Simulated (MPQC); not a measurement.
# One shape, several levels: doublet NOF+

Wanted: a comparison of 3 runs (UHF/3-21G, UHF/def2-TZVPP, ZAPT2/def2-TZVPP) of doublet NOF+. 

The results are computed with MPQC 2.3.1.

8 further runs of the same task are left out: 2 that didn't finish, 6 set aside as unsound or not needed.

## Step 1: The system as given

The species is NOF+ (3 atoms), meant as a doublet with charge +1. As SMILES of the parent species, `O=NF`. Geometry: relaxed at PBE0-D4/def2-TZVP. That shape belongs to the parent species and isn't relaxed for this state.

Bond lengths: O1–N2 1.127 Å, N2–F3 1.483 Å. Angles: O1–N2–F3 110.4°.

## Step 2: The energy at UHF/3-21G (run 1)

Input file input.in:

```
molecule<Molecule>: (
  symmetry = c1
  unit = angstrom
  { atoms geometry } = {
    O  [ 0.868350     0.242970     0.504740 ]
    N  [ 0.148930    -0.482540     0.029910 ]
    F  [ -1.017290     0.239580    -0.534650 ]
  }
)
basis<GaussianBasisSet>: (
  name = "3-21G"
  molecule = $:molecule
  basisdir = "."
  puream = yes
)
mpqc: (
  checkpoint = no
  savestate = no
  restart = no
  do_energy = yes
  do_gradient = no
  optimize = no
  mole<UHF>: (
    molecule = $:molecule
    basis = $:basis
    total_charge = 1
    multiplicity = 2
    memory = 1000000000
    print_evals = yes
    print_npa = yes
    maxiter = 120
    value_accuracy = 1e-08
    guess_wavefunction<HSOSHF>: (
      molecule = $:molecule
      total_charge = 1
      multiplicity = 2
      memory = 1000000000
      value_accuracy = 1e-3
      basis<GaussianBasisSet>: (
        name = "STO-3G"
        molecule = $:molecule
      )
      guess_wavefunction<ExtendedHuckelWfn>: (
        molecule = $:molecule
        total_charge = 1
        multiplicity = 2
        basis<GaussianBasisSet>: (
          name = "STO-3G"
          molecule = $:molecule
        )
      )
    )
  )
)
```

The basis set 3-21G is read from a file made from the Basis Set Exchange's data (not shown).

Run with:

```
$ mpqc -o input.out input.in
```

The program printed:

```text
MPQC: Massively Parallel Quantum Chemistry
[...]
  <S^2>      = 1.045832
  total scf energy = -226.9051790555
Value of the MolecularEnergy: -226.9051790555
[...]
      symmetry = c1
[...]
      nbasis = 27
[...]
    nalpha = 12
    nbeta = 11
[...]
```

Wall time 0.38 s (1 thread of Arm Neoverse V1, shared host).

## Step 3: A single-point energy at UHF/def2-TZVPP (run 2)

Input file mol.in:

```
molecule<Molecule>: (
    symmetry = c1
    unit = angstrom
    { atoms geometry } = {
        O  [ 0.868350 0.242970 0.504740 ]
        N  [ 0.148930 -0.482540 0.029910 ]
        F  [ -1.017290 0.239580 -0.534650 ]
    }
)
basis<GaussianBasisSet>: (
    name = "def2-TZVPP"
    molecule = $:molecule
    basisdir = "."
    puream = yes
)
mpqc: (
    checkpoint = no
    savestate = no
    restart = no
    do_energy = yes
    do_gradient = no
    optimize = no
    mole<UHF>: (
        molecule = $:molecule
        basis = $:basis
        total_charge = 1
        multiplicity = 2
        memory = 1000000000
        print_evals = yes
        print_npa = yes
        maxiter = 120
        value_accuracy = 1e-08
        guess_wavefunction<HSOSHF>: (
            molecule = $:molecule
            total_charge = 1
            multiplicity = 2
            memory = 1000000000
            value_accuracy = 1e-3
            basis<GaussianBasisSet>: (
                name = "STO-3G"
                molecule = $:molecule
            )
            guess_wavefunction<ExtendedHuckelWfn>: (
                molecule = $:molecule
                total_charge = 1
                multiplicity = 2
                basis<GaussianBasisSet>: (
                    name = "STO-3G"
                    molecule = $:molecule
                )
            )
        )
    )
)
```

The basis set def2-TZVPP is read from a file made from the Basis Set Exchange's data (not shown).

Run with:

```
$ mpqc mol.in > mol.out
```

The program printed:

```text
MPQC: Massively Parallel Quantum Chemistry
[...]
  <S^2>      = 1.021124
  total scf energy = -228.2927137334
Value of the MolecularEnergy: -228.2927137334
[...]
      symmetry = c1
[...]
      nbasis = 93
[...]
    nalpha = 12
    nbeta = 11
[...]
```

It took 40 s on 1 thread of Arm Neoverse V1, shared host; peak memory 0.49 GiB.

## Step 4: The energy at ZAPT2/def2-TZVPP (run 3)

Input file run.in:

```
molecule<Molecule>: (
  symmetry = c1
  unit = bohr
  { atoms geometry } = {
    O  [ 1.64094368     0.45914676     0.95382036 ]
    N  [ 0.28143691    -0.91186844     0.05652171 ]
    F  [ -1.92239949     0.45274058    -1.01034207 ]
  }
)
basis<GaussianBasisSet>: (
  name = "def2-TZVPP"
  molecule = $:molecule
  basisdir = "."
  puream = yes
)
mpqc: (
  checkpoint = no
  savestate = no
  restart = no
  do_energy = yes
  do_gradient = no
  optimize = no
  mole<MBPT2>: (
    molecule = $:molecule
    basis = $:basis
    memory = 1000000000
    method = zapt
    nfzc = 3
    reference<HSOSHF>: (
      molecule = $:molecule
      basis = $:basis
      total_charge = 1
      multiplicity = 2
      memory = 1000000000
      print_evals = yes
      maxiter = 120
      value_accuracy = 1e-08
      guess_wavefunction<HSOSHF>: (
        molecule = $:molecule
        total_charge = 1
        multiplicity = 2
        memory = 1000000000
        value_accuracy = 1e-3
        basis<GaussianBasisSet>: (
          name = "STO-2G"
          molecule = $:molecule
        )
      )
    )
  )
)
```

The basis set def2-TZVPP is read from a file made from the Basis Set Exchange's data (not shown).

Run with:

```
$ mpqc -o run.out run.in
```

The program printed:

```text
MPQC: Massively Parallel Quantum Chemistry
[...]
   npass  rest  nbasis  nshell  nfuncmax  ndocc  nsocc  nvir  nfzc  nfzv
[...]
  LUMO is    13   A =  -0.289498
  total scf energy = -228.2581820986
[...]
Value of the MolecularEnergy: -228.9287353094
[...]
        symmetry = c1
[...]
```

Run time: 53 s. Hardware: 1 thread of Arm Neoverse V1, shared host; peak memory 0.49 GiB.

## Step 5: The series

```tsv
run	level	starting guess	frozen core orbitals	energy (Eh)	⟨S²⟩	wall time
1	UHF/3-21G	ROHF/STO-3G from Hueckel	–	-226.905179	1.046	0.38 s
2	UHF/def2-TZVPP	ROHF/STO-3G from Hueckel	–	-228.292714	1.021	40 s
3	ZAPT2/def2-TZVPP	STO-2G	3	-228.928735	–	53 s
```

## Step 6: Summary of results

```
                                          quantity          value
                               run 3: total energy  -228.92874 Eh
run 3: correlation energy (3 core orbitals frozen)     -670.6 mEh
```

In words: Spin contamination of the reference: run 1 ⟨S²⟩ = 1.05, run 2 ⟨S²⟩ = 1.02. All runs together took 93 s, the longest 53 s.
